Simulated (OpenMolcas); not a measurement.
# doublet [AlH3]−: levels of theory compared

We compute a comparison of 6 runs (UHF/def2-TZVPPD, U-r2SCAN/def2-TZVPPD, UB3LYP/def2-TZVPPD, UPBE/def2-TZVPPD, UTPSS/def2-TZVPPD, ROMP2/def2-TZVPPD) of doublet [AlH3]−. 

Program for the calculation: OpenMolcas 26.06.

## 1. Starting point

The species is [AlH3]− (4 atoms), meant as a doublet with charge -1. SMILES of the parent species: `[AlH3]`. The coordinates come from a PBE0-D4/def2-TZVP relaxation. That shape belongs to the parent species and isn't relaxed for this state.

Bond lengths: Al1–H2 1.586 Å, Al1–H3 1.586 Å, Al1–H4 1.586 Å. Angles: H2–Al1–H3 120.0°, H2–Al1–H4 120.0°, H3–Al1–H4 120.0°.

## 2. A single-point energy at UHF/def2-TZVPPD (run 1)

Contents of mol.inp:

```
&GATEWAY
 BasLib
 $CurrDir
 Coord
 4
 angstrom
 Al       0.013700      -0.014800      -0.005100
 H        0.633200       0.670900       1.283600
 H       -1.340800      -0.832000       0.105100
 H        0.749400       0.115700      -1.403900
 Basis
 def2-TZVPPD
 Group
 NoSym

&SEWARD

&SCF
 UHF
 Charge
 -1
 Spin
 2
 Thresholds
 1e-10 1e-07 1e-07 1e-05
 PrOrbitals
 1 1
```

The basis set def2-TZVPPD is read from a file made from the Basis Set Exchange's data (not shown).

Run with:

```sh
export MOLCAS_MEM=1860
pymolcas mol.inp > mol.log
```

The log of the run:

```text
--- Start Module: gateway ---
[...]
--- Stop Module: gateway /rc=_RC_ALL_IS_WELL_ ---
--- Start Module: seward ---
[...]
      Basis functions           99
--- Stop Module: seward /rc=_RC_ALL_IS_WELL_ ---
[...]
--- Start Module: scf ---
[...]
       Convergence after  18 Iterations
[...]
::    Total SCF energy                               -243.6213992305
[...]
      Total spin, S                                     0.5081723362
[...]
      Total electronic charge=   17.000000
      Total            charge=   -1.000000
[...]
      Dipole Moment (debye):
      Origin of the operator (angstrom)=    0.0137   -0.0148   -0.0051
                   X=  3.9667E-03               Y= -6.6718E-03               Z=  1.8136E-03           Total=  7.9710E-03
      Center of Charge (angstrom)
[...]
--- Stop Module: scf /rc=_RC_ALL_IS_WELL_ ---
[...]
```

It took 10 s on 1 thread of Intel Xeon 6975P-C (Granite Rapids), shared host; peak memory 0.55 GiB.

## 3. The energy at U-r2SCAN/def2-TZVPPD (run 2)

Contents of struct.xyz:

```xyz
4

Al     0.013700    -0.014800    -0.005100
H      0.633200     0.670900     1.283600
H     -1.340800    -0.832000     0.105100
H      0.749400     0.115700    -1.403900
```

Contents of run.input:

```
>>> EXPORT MOLCAS_PRINT=2

&GATEWAY
 BasLib = $CurrDir
 Coord = struct.xyz
 Basis = def2-TZVPPD
 Group = NoSym

&SEWARD
 GridInput
 Grid=UltraFine
 End of Grid

&SCF
 UHF
 Charge = -1
 Spin = 2
 KSDFT = 2
 1.0 MGGA_X_R2SCAN
 1.0 MGGA_C_R2SCAN
 Thresholds = 1e-10 1e-07 1e-07 1e-05
 PrOrbitals = 1
```

The basis set def2-TZVPPD is read from a file made from the Basis Set Exchange's data (not shown).

Run with:

```sh
export MOLCAS_MEM=1860
pymolcas run.input > run.log
```

The log of the run:

```text
--- Start Module: gateway ---
[...]
--- Stop Module: gateway /rc=_RC_ALL_IS_WELL_ ---
--- Start Module: seward ---
[...]
      Basis functions           99
--- Stop Module: seward /rc=_RC_ALL_IS_WELL_ ---
[...]
--- Start Module: scf ---
[...]
       Convergence after  16 Iterations
[...]
::    Total KS-DFT energy                            -244.1774864810
[...]
      Total spin, S                                     0.5047999668
[...]
      Total electronic charge=   17.000000
      Total            charge=   -1.000000
[...]
      Dipole Moment (debye):
      Origin of the operator (angstrom)=    0.0137   -0.0148   -0.0051
                   X=  8.2502E-04               Y= -1.5769E-03               Z=  6.6333E-04           Total=  1.8993E-03
      Center of Charge (angstrom)
[...]
--- Stop Module: scf /rc=_RC_ALL_IS_WELL_ ---
[...]
```

Wall time 39 s (1 thread of Intel Xeon 6975P-C (Granite Rapids), shared host); peak memory 0.55 GiB.

Run 3 isn't shown in full; the table further down has it.

## 4. A single-point energy at UPBE/def2-TZVPPD (run 4)

Contents of test.input:

```
* AlH3 Kohn-Sham DFT

&GATEWAY
  BASLIB=$CurrDir
  COORD
  4
  angstrom
  Al       0.013700      -0.014800      -0.005100
  H        0.633200       0.670900       1.283600
  H       -1.340800      -0.832000       0.105100
  H        0.749400       0.115700      -1.403900
  BASIS=def2-TZVPPD
  GROUP=NoSym

&SEWARD
  GRIDINPUT
  Grid=UltraFine
  End of Grid

&SCF
  UHF
  CHARGE=-1
  SPIN=2
  KSDFT=PBE
  THRESHOLDS=1e-10 1e-07 1e-07 1e-05
  PRORBITALS=0
```

The basis set def2-TZVPPD is read from a file made from the Basis Set Exchange's data (not shown).

Run with:

```sh
export MOLCAS_MEM=1860
pymolcas test.input > test.log
```

The log of the run:

```text
--- Start Module: gateway ---
[...]
--- Stop Module: gateway /rc=_RC_ALL_IS_WELL_ ---
--- Start Module: seward ---
[...]
      Basis functions           99
--- Stop Module: seward /rc=_RC_ALL_IS_WELL_ ---
[...]
--- Start Module: scf ---
[...]
       Convergence after  15 Iterations
[...]
::    Total KS-DFT energy                            -244.0580063598
[...]
      Total spin, S                                     0.5021998286
[...]
      Total electronic charge=   17.000000
      Total            charge=   -1.000000
[...]
      Dipole Moment (debye):
      Origin of the operator (angstrom)=    0.0137   -0.0148   -0.0051
                   X=  9.7771E-04               Y= -1.8327E-03               Z=  6.7482E-04           Total=  2.1840E-03
      Center of Charge (angstrom)
[...]
--- Stop Module: scf /rc=_RC_ALL_IS_WELL_ ---
[...]
```

Run time: 26 s. Hardware: 1 thread of Intel Xeon 6975P-C (Granite Rapids), shared host; peak memory 0.55 GiB.

Run 5 isn't shown in full; the table further down has it.

## 5. A single-point energy at ROMP2/def2-TZVPPD (run 6)

Contents of geom.xyz:

```xyz
4

Al     0.013700    -0.014800    -0.005100
H      0.633200     0.670900     1.283600
H     -1.340800    -0.832000     0.105100
H      0.749400     0.115700    -1.403900
```

Contents of job.input:

```
&GATEWAY
 BasLib=$CurrDir
 Coord=geom.xyz
 Basis=def2-TZVPPD
 Group=NoSym

&SEWARD

&SCF
 UHF
 Charge=-1
 Spin=2
 Thresholds=1e-10 1e-07 1e-07 1e-05
 PrOrbitals=1 1

&RASSCF
 FileOrb=$Project.UnaOrb
 Spin=2
 Nactel=1 0 0
 Inactive=8
 Ras2=1
 OutOrbitals=Canonical
 OrbListing=Nothing

&CASPT2
 IPEA=0.0
 Frozen=5
```

The basis set def2-TZVPPD is read from a file made from the Basis Set Exchange's data (not shown).

Run with:

```sh
export MOLCAS_MEM=1860
pymolcas job.input > job.log
```

The log of the run:

```text
--- Start Module: gateway ---
[...]
--- Stop Module: gateway /rc=_RC_ALL_IS_WELL_ ---
[...]
      Basis functions           99
[...]
       Convergence after  18 Iterations
[...]
::    Total SCF energy                               -243.6213992305
[...]
      Total spin, S                                     0.5081723362
[...]
--- Start Module: rasscf ---
[...]
      Number of active orbitals                  1
[...]
      Spin quantum number                      0.5
[...]
      Active orbitals                            1
[...]
      Number of CSFs                             1
[...]
      Number of root(s) required                 1
[...]
      Convergence after 10 iterations
[...]
      printout of CI-coefficients larger than  0.05 for root  1
      energy=    -243.618648
      conf/sym  1     Coeff  Weight
             1  u   1.00000 1.00000
      Natural orbitals and occupation numbers for root  1
      sym 1:   1.000000
      ************************************************************************************************************************
      *                                                    Final results                                                     *
[...]
::    RASSCF root number  1 Total energy:   -243.61864837
[...]
      Total electronic charge=   17.000000
      Total            charge=   -1.000000
[...]
      Dipole Moment (debye):
      Origin of the operator (angstrom)=    0.0137   -0.0148   -0.0051
                   X=  5.0965E-03               Y= -8.4837E-03               Z=  2.2342E-03           Total=  1.0146E-02
      Center of Charge (angstrom)
[...]
--- Stop Module: rasscf /rc=_RC_ALL_IS_WELL_ ---
[...]
--- Start Module: caspt2 ---
[...]
 ###    WARNING: User changed nr of frozen orbitals.                         ###
 ###############################################################################
[...]
      E2 (Variational):          -0.1145030272
      Total energy:            -243.7331513992
[...]
      Reference weight:           0.94157
[...]
::    CASPT2 Root  1     Total energy:   -243.73315140
[...]
--- Stop Module: caspt2 /rc=_RC_ALL_IS_WELL_ ---
[...]
```

Wall time 19 s (1 thread of Intel Xeon 6975P-C (Granite Rapids), shared host); peak memory 0.55 GiB.

## 6. All runs side by side

```
run                 level  integration grid  frozen core orbitals  energy (Eh)  HOMO energy (eV)  LUMO energy (eV)   ⟨S²⟩  wall time
  1       UHF/def2-TZVPPD                 –                     –  -243.621399              0.19              4.83  0.766       10 s
  2  U-r2SCAN/def2-TZVPPD         UltraFine                     –  -244.177486              2.09              4.07  0.760       39 s
  3    UB3LYP/def2-TZVPPD         UltraFine                     –  -244.235697              1.93              3.71  0.754       29 s
  4      UPBE/def2-TZVPPD         UltraFine                     –  -244.058006              2.31              3.44  0.754       26 s
  5     UTPSS/def2-TZVPPD         UltraFine                     –  -244.234885              2.31              3.37  0.754       47 s
  6     ROMP2/def2-TZVPPD                 –                     5  -243.733151                 –                 –      –       19 s
```

## 7. Results

| quantity | value |
| --- | --- |
| run 6: total energy | -243.73315 Eh |

Totals of different functionals can't be ranked against each other. In runs 1, 2, 3, 4, 5 the HOMO lies above zero, so the outermost electron may be held by the basis alone. All runs together took 2.8 min, the longest 47 s.
